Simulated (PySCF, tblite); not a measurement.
**CH4BeO, a complex of two parts: NMR shifts, interaction energy, infrared bands, spin-spin couplings and core binding energies**

The task here is to estimate one member of a computed series from the others.

Programs: tblite 0.8.0 and PySCF 2.14.0. All values are calculated, for the isolated system unless a continuum is named. Atoms count from 0, parts from 1.

## The system as given

7 atoms, charge 0, multiplicity 1; geometry: rigid parts in contact. Parts: 1 = atoms 0–2, `[BeH2]`, charge 0; 2 = atoms 3–6, `C=O`, charge 0.

The first run:

The job: settings as JSON, then the geometry in Å.

```
{"job": {"kind": "dock", "xc": "GFN2-xTB", "basis": "xTB"}, "charge": 0, "multiplicity": 1, "parts": [{"atoms": "0-2", "charge": 0, "multiplicity": 1}, {"atoms": "3-6", "charge": 0, "multiplicity": 1}]}
Be    -0.000105     0.000089     0.000028
H     -0.958662     0.027866     0.846931
H      0.958767    -0.027955    -0.846960
C      2.036802    -2.091959     0.338216
O      1.394124    -1.447425     1.108102
H      1.979343    -1.949751    -0.754240
H      2.738808    -2.880393     0.658634
```

With the program's defaults for keys left out, this is: GFN2-xTB search for minima from random contacts, gas phase.

Command:

```
OMP_NUM_THREADS=1 python cluster_run.py task.json out
```

The driver reads the jobs from task.json and runs them one after another.

Among the steps run: Search for minima with GFN2-xTB; Optimising the geometry at PBE0-D3(BJ)/def2-TZVPD; NMR shieldings: PBE0/pcSseg-2; Coupled-cluster interaction energy: CCSD(T) and MP2.

One table of the session follows, with a row left open; its other results are not shown here.

It belongs to the step «Coupled-cluster interaction energy: CCSD(T) and MP2». 

```
                 method  interaction energy (kcal/mol)
         HF/aug-cc-pVDZ                         -16.93
        MP2/aug-cc-pVDZ                         -17.12
       CCSD/aug-cc-pVDZ                              ?
    CCSD(T)/aug-cc-pVDZ                         -17.36
         HF/aug-cc-pVQZ                         -20.07
        MP2/aug-cc-pVQZ                         -21.46
    SCS-MP2/aug-cc-pVQZ                         -20.40
      MP2, extrapolated                         -21.78
CCSD(T), limit estimate                         -22.02
```

Q: Estimate the row for CCSD/aug-cc-pVDZ from the others.

As computed: interaction energy (kcal/mol): -17.11. In the column «interaction energy (kcal/mol)» it lies between MP2/aug-cc-pVDZ (-17.12) and HF/aug-cc-pVDZ (-16.93).

Caveats from the session: The interaction energy leaves out the deformation of the parts, 8.22 kcal/mol at MP2. So large a deformation means that a part is far from its own minimum, so a sum across the two methods would be rough.
